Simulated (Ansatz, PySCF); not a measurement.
Molecule: ethyl chloride, C₂H₅Cl, net charge 0, singlet state. 
Structure (B3LYP-D3(BJ)/def2-TZVP (Ansatz, a first-principles code) minimum search):
```
C
H 1 1.0874
H 1 1.0874 2 109.04
C 1 1.5122 2 112.08 3 -124.70
H 4 1.0899 1 111.03 2 -58.14
H 4 1.0899 5 108.44 1 122.25
H 4 1.0932 5 108.41 6 117.50
Cl 1 1.8106 2 105.94 3 113.62
```

Wanted: atomisation energy (electronic, to ground-state atoms); the coupled-cluster value holds the core correlation from cc-pwCVTZ, in kJ/mol. Correlated levels leave the core frozen unless marked. UHF or UKS for open shells. Spin-orbit coupling is left out. No relativistic terms. Basis-set limits of correlation are two-point, X^-3; Hartree-Fock from the larger set. The bracket is a focal-point correction in the basis named.

Level to compare with: RI-MP2/CBS(aug-cc-pV(T+d)Z,aug-cc-pV(Q+d)Z)+[CCSD(T)-MP2]/aug-cc-pV(T+d)Z plus the core term (Ansatz), 2906.4 kJ/mol. It is a level with limits of its own, and the differences hold the functionals' basis error too.

**Question.** Rank these functionals by how close they come to RI-MP2/CBS(aug-cc-pV(T+d)Z,aug-cc-pV(Q+d)Z)+[CCSD(T)-MP2]/aug-cc-pV(T+d)Z, closest first: BHLYP/def2-TZVPD (Ansatz); M06-2X/def2-TZVPD (PySCF); BP86/def2-TZVPD (PySCF).

**Answer.** M06-2X/def2-TZVPD (hybrid meta-GGA, 2889.1 kJ/mol, difference -17.3), BP86/def2-TZVPD (GGA, 2960.8 kJ/mol, difference 54.4), BHLYP/def2-TZVPD (global hybrid, 2812.5 kJ/mol, difference -93.9)
